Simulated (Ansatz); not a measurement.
# CHFSi: the cost of one run

The runs use Ansatz 0.2.0, Gaussian basis; def2-QZVPP, all electrons in the functionals.

The runs, in order: PBE, BLYP, r2SCAN, B97M-V, PBE0, B3LYP, at charge 0, triplet; charge 0, singlet; charge 0, quintet; charge 1, doublet; charge 1, quartet.

2 further runs of the same task are left out: 2 set aside as unsound or not needed.

## 1. The geometry

The geometry is a PBE0/def2-TZVP stationary point (not a proven minimum).

4 atoms, charge 0, spin multiplicity 3.

Atoms are counted from 1 here; the program's logs count them from 0.

Bond lengths: F1–C2 1.331 Å, C2–Si3 1.857 Å, C2–H4 1.094 Å. Angles: F1–C2–Si3 123.4°, F1–C2–H4 109.0°, Si3–C2–H4 127.6°.

No dispersion term is added; B97M-V holds VV10 nonlocal correlation. B3LYP takes the VWN-RPA correlation.

The geometry shown and the zero of energy belong to the point charge 0, triplet. The yardstick, UCCSD(T), and other wave-function levels (R restricted, U unrestricted, valence and pair active spaces) come from earlier runs.

## 2. PBE, charge 0, triplet

Input file in.yaml:

```yaml
crystal:
  periodic: [false, false, false]
  atoms:
    - {symbol: F, position_ang: [0.000000, -0.300700, 1.533384]}
    - {symbol: C, position_ang: [0.000000, 0.518965, 0.484561]}
    - {symbol: Si, position_ang: [0.000000, -0.074287, -1.274648]}
    - {symbol: H, position_ang: [0.000000, 1.553738, 0.840684]}
basis:
  gaussian: {orbitals: "def2-QZVPP.json"}
magnetization: {spin_polarized: true, initial_magnetization: 2}
hamiltonian: {xc: {name: PBE}}
output: {orbitals: {seedname: orbitals}}
```

Launch:

```sh
$ ansatz run in.yaml --threads 1 --pin off --events-out ev --progress --plain --max-ram 2393MiB
```

**Question.** How long does this run take on 1 thread of Intel Xeon Platinum 8259CL at 2.50GHz, shared host, and how much memory does it need?

About 11 s, with a peak of 0.42 GiB.
